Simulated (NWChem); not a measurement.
Species: ethanethiol (C₂H₆S); SMILES CCS

```xyz
9

C      0.3590    -1.6363    -0.0494
C     -0.6390    -0.4984     0.0396
S      0.1001     1.1635    -0.0599
H     -0.1581    -2.6097    -0.0422
H      1.0567    -1.6228     0.8026
H      0.9557    -1.5671    -0.9710
H     -1.3413    -0.5260    -0.8085
H     -1.2502    -0.5675     0.9528
H      0.8163     1.0856     1.0830
```
Atoms are numbered in this order, from 1.

Results from NWChem. Pople sets run with spherical d functions. The geometry was optimised at PBE0/def2-SVP.

Question: Taking B3LYP/aug-cc-pVTZ as the yardstick, which of these has the fewest basis functions while keeping “highest occupied level (eV)” within 0.1 eV of it: B3LYP/6-31G*; B3LYP/3-21G; B3LYP/def2-TZVP; B3LYP/def2-SVP; B3LYP/6-31+G*; B3LYP/STO-3G; B3LYP/6-311++G**; B3LYP/def2-SVPD?

Answer: B3LYP/6-31+G* (a larger set in the list lies outside the tolerance).
```tsv
level	basis functions	highest occupied level (eV)
B3LYP/STO-3G	25	-3.10
B3LYP/3-21G	43	-6.45
B3LYP/6-31G*	58	-6.39
B3LYP/6-31+G*	70	-6.55
B3LYP/def2-SVP	76	-6.31
B3LYP/def2-SVPD	115	-6.60
B3LYP/6-311++G**	116	-6.59
B3LYP/def2-TZVP	135	-6.53
B3LYP/aug-cc-pVTZ	280	-6.60
```

The yardstick is one finite set, not the basis-set limit.
